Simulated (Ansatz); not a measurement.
Compare A (`CNC(C)=O`) with its isomer B (`C=C(N)OC`).

Gas-phase electronic energies from Ansatz, PBE0-D4/def2-TZVP geometries. CCSD(T)/CBS adds triple-zeta CCSD(T) − MP2 to the extrapolated MP2 energy (def2 sets, frozen cores). DFT in def2-TZVPP. B3LYP here is the variant with VWN-RPA as its local correlation; programs differ in this. One conformer a species, not always the lowest.

Question: Which isomer does CCSD(T)/CBS put lower? Give the gap. (An estimate is asked.)

Answer: Ansatz gave: A, by 116.9 kJ/mol.

Question: Give E(B) − E(A) in kJ/mol with ωB97M-V, B3LYP, CCSD/def2-TZVPP, PBE-D4, MP2/def2-TZVPP, HF/def2-TZVPP, r2SCAN-D4. (An estimate is asked.)

Answer: The calculation gave: ωB97M-V 118.1, B3LYP 121.6, CCSD/def2-TZVPP 118.4, PBE-D4 124.2, MP2/def2-TZVPP 122.3, HF/def2-TZVPP 122.9, r2SCAN-D4 122.6. None reverses the order clearly.

Largest T1 diagnostic: 0.014.
